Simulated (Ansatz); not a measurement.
A nudged elastic band was laid between two geometries of FH2SSi (5 atoms, charge 0, multiplicity 2).

Method: Ansatz 0.2.0, UKS PBE0-D4/def2-SVP.

```json
{"movable images": "7", "climbing image": "yes", "spring": "5.0 eV/Å²", "optimiser": "quadratic models (default)", "start path": "through a guess of the saddle point", "force threshold": "0.03 eV/Å", "iteration limit": "60", "end points": "relaxed"}
```

Initial state:

```xyz
5
Properties=species:S:1:pos:R:3
F -0.333 -0.020 1.606
Si 0.088 -0.082 0.041
S -1.154 1.068 -1.217
H -0.020 -1.501 -0.396
H 1.469 0.463 -0.075
```

Final state:

```xyz
5
Properties=species:S:1:pos:R:3
F -0.249 -0.302 1.739
Si 0.188 -0.690 0.217
S -0.051 0.947 -1.132
H -0.756 -1.739 -0.285
H 0.918 1.711 -0.580
```

Problem. Which bonds break or form, and what moves?

Solution. Bonds broken: Si2–H5. Bonds formed: S3–H5.

Problem. Give the energies along the band, and the barrier.

Solution. The forces met the threshold. The highest image is number 3 of 0 to 8, 1.12 eV above the first end and 1.03 eV above the last; the last end lies 0.09 eV above the first. A vibrational analysis at the climbing image gives one clearly imaginary mode, 1341i cm⁻¹: a first-order saddle point.

```json
{"image": "0", "path coordinate (Å)": "0.00", "energy (eV)": "0.00", "Si2–H5 (Å)": "1.49", "S3–H5 (Å)": "2.92"}
{"image": "1", "path coordinate (Å)": "0.39", "energy (eV)": "0.13", "Si2–H5 (Å)": "1.50", "S3–H5 (Å)": "2.55"}
{"image": "2", "path coordinate (Å)": "0.78", "energy (eV)": "0.59", "Si2–H5 (Å)": "1.54", "S3–H5 (Å)": "2.09"}
{"image": "3", "path coordinate (Å)": "1.17", "energy (eV)": "1.12", "Si2–H5 (Å)": "1.66", "S3–H5 (Å)": "1.63"}
{"image": "4", "path coordinate (Å)": "1.49", "energy (eV)": "0.71", "Si2–H5 (Å)": "1.92", "S3–H5 (Å)": "1.40"}
{"image": "5", "path coordinate (Å)": "1.82", "energy (eV)": "0.32", "Si2–H5 (Å)": "2.26", "S3–H5 (Å)": "1.35"}
{"image": "6", "path coordinate (Å)": "2.15", "energy (eV)": "0.15", "Si2–H5 (Å)": "2.55", "S3–H5 (Å)": "1.35"}
{"image": "7", "path coordinate (Å)": "2.47", "energy (eV)": "0.11", "Si2–H5 (Å)": "2.63", "S3–H5 (Å)": "1.35"}
{"image": "8", "path coordinate (Å)": "2.80", "energy (eV)": "0.09", "Si2–H5 (Å)": "2.63", "S3–H5 (Å)": "1.35"}
```

Problem. What is the geometry of the highest image?

Solution. 
```xyz
5
Properties=species:S:1:pos:R:3
F -0.426 -0.182 1.719
Si 0.053 -0.279 0.174
S -0.522 1.222 -1.130
H -0.031 -1.709 -0.224
H 0.976 0.875 -0.580
```

Problem. What are the harmonic wavenumbers there?

Solution. 1341i, 238, 406, 588, 647, 795, 908, 1728, 2252 cm⁻¹.

Time of the run: 5 min on 1 thread of Arm Neoverse N1, with other jobs on the host, peak memory 0.15 GiB.
